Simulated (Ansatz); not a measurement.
Relaxation of H6N2Si (9 atoms, charge 0, multiplicity 1), to a largest force component of 0.02 eV/Å in at most 40 steps.

The calculation used RKS r2SCAN-D4/6-31G* in Ansatz.

```xyz
9
Properties=species:S:1:pos:R:3:forces:R:3
Si 0.000 0.000 0.000 -2.72 0.09 -1.90
H 0.000 0.000 1.460 0.00 -0.41 0.60
H 1.377 0.000 -0.486 0.56 0.18 -0.18
N -0.857 1.485 -0.606 0.55 -0.61 0.06
H -1.877 1.430 -0.889 2.01 0.49 0.51
H -0.337 2.406 -0.677 -1.40 -1.55 -0.07
N -0.857 -1.485 -0.606 0.38 0.72 0.58
H -1.392 -2.101 0.070 0.93 0.94 -1.70
H -0.822 -1.734 -1.636 -0.31 0.14 2.11
```

Q: Where does it end, and by what steps?

A: The run converged. After 6 steps the energy has fallen by 0.674 eV; H8 moved furthest, 0.42 Å.

```
step  energy less start (eV)  largest force component (eV/Å)  accepted
   0                  0.0000                           2.718       yes
   1                 -0.5082                           1.287       yes
   2                 -0.6229                           0.522       yes
   3                 -0.6577                           0.181       yes
   4                 -0.6720                           0.094       yes
   5                 -0.6726                           0.179       yes
   6                 -0.6738                           0.010       yes
```

```xyz
9
Properties=species:S:1:pos:R:3
Si -0.106 0.003 -0.020
H -0.196 -0.122 1.470
H 1.344 0.137 -0.370
N -0.813 1.384 -0.772
H -1.791 1.601 -0.628
H -0.263 2.221 -0.914
N -0.958 -1.389 -0.575
H -1.000 -2.219 0.001
H -0.983 -1.617 -1.561
```

Whether the end is a true minimum wasn't checked by a vibrational analysis.

Time of the run: 22 s on 1 thread of Arm Neoverse V2 (shared host), peak memory 0.12 GiB.
